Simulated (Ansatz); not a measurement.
# PH− (doublet): from Hartree-Fock to the top rungs at distance P1–H2 = 1.776 Å, 6-31++G**

Aim: climb from Hartree-Fock through coupled cluster and multireference methods for PH− (doublet) at one geometry and basis, and see what each rung misses.

The runs use Ansatz 0.2.0, Gaussian basis; 6-31++G**, core rule «outside noble gas», up to 5 orbitals frozen.

Plan: UHF; CCSD(T) on ROHF; CCSD(T) on UHF; BCCD(T) on ROHF; CISD; CCSDT(Q) on ROHF; CCSDT(Q) on UHF; CASSCF and MRCISD+Q, 3 electrons in 3 orbitals; CASSCF and NEVPT2, 3 electrons in 3 orbitals; CASSCF and MRCISD+Q, 7 electrons in 5 orbitals; CASSCF and NEVPT2, 7 electrons in 5 orbitals; Full CI.

20 further runs of the same task are left out: 1 for a known fault of the program, 16 that didn't finish, 3 set aside as unsound or not needed.

## 1. What is computed

The geometry derives from a PBE0/def2-TZVPD stationary point (not a proven minimum). One bond is set to the value named and the two fragments are kept rigid.

2 atoms, charge -1, spin multiplicity 2.

Atoms are counted from 1 here; the program's logs count them from 0.

No contacts short enough for the rule that draws bonds.

Geometry (Å):

```xyz
2
charge -1, multiplicity 2
P     0.00000    0.00000    0.00000
H     0.00000    0.00000    1.77600
```

## 2. UHF

Contents of in.yaml:

```yaml
crystal:
  periodic: [false, false, false]
  atoms:
    - {symbol: P, position_ang: [0.000000, 0.000000, 0.000000]}
    - {symbol: H, position_ang: [0.000000, 0.000000, 1.776000]}
basis:
  gaussian: {orbitals: "6-31++G**"}
total_charge: -1
magnetization: {spin_polarized: true, initial_magnetization: 1}
hamiltonian: {xc: hf}
output: {orbitals: {seedname: orbitals}}
```

Started as:

```
ansatz run in.yaml --threads 1 --pin off --events-out ev --progress --plain --max-ram 2393MiB
```

Further steps of the session: CCSD(T) on ROHF; CCSD(T) on UHF; BCCD(T) on ROHF; CISD; CCSDT(Q) on ROHF; CCSDT(Q) on UHF; CASSCF and MRCISD+Q, 3 electrons in 3 orbitals; CASSCF and NEVPT2, 3 electrons in 3 orbitals; CASSCF and MRCISD+Q, 7 electrons in 5 orbitals; CASSCF and NEVPT2, 7 electrons in 5 orbitals; Full CI.

Q: Predict the results of all the runs planned. Wanted: FCI below the RHF energy; RMP2 from FCI; UMP2 from FCI; RCCSD from FCI; RCCSD(T) from FCI; UCCSD(T) from FCI; RCCSDT(Q) from FCI; UCCSDT(Q) from FCI; NEVPT2 pair from FCI.

**Answer**, as computed:

| quantity | value |
| --- | --- |
| FCI below the RHF energy | -3.4448 eV |
| RMP2 from FCI | +71.9 kJ/mol |
| UMP2 from FCI | +71.9 kJ/mol |
| RCCSD from FCI | +12.7 kJ/mol |
| RCCSD(T) from FCI | +2.7 kJ/mol |
| UCCSD(T) from FCI | +2.7 kJ/mol |
| RCCSDT(Q) from FCI | +0.1 kJ/mol |
| UCCSDT(Q) from FCI | +0.1 kJ/mol |
| NEVPT2 pair from FCI | +56.5 kJ/mol |
| NEVPT2 valence from FCI | +71.4 kJ/mol |
| MRCISD+Q valence from FCI | +2.2 kJ/mol |
| levels within 1 kcal/mol (43 meV) | RCCSD(T), UCCSD(T), BCCD(T), RCCSDT, UCCSDT, RCCSDT(Q), UCCSDT(Q), MRCISD+Q valence |
| T1 diagnostic | 0.024 |
| effectively unpaired electrons | 1.08 |

What this shows: RCCSD(T) lands +2.7 kJ/mol from the yardstick (0.8 % of the correlation energy). One determinant dominates. Of the multireference levels listed MRCISD+Q valence comes nearest in total energy (+2.2 kJ/mol), which doesn't show that its space is the better one. These misses are within one basis, not against nature; the frozen cores of restricted and unrestricted runs differ, which can shift their rows.
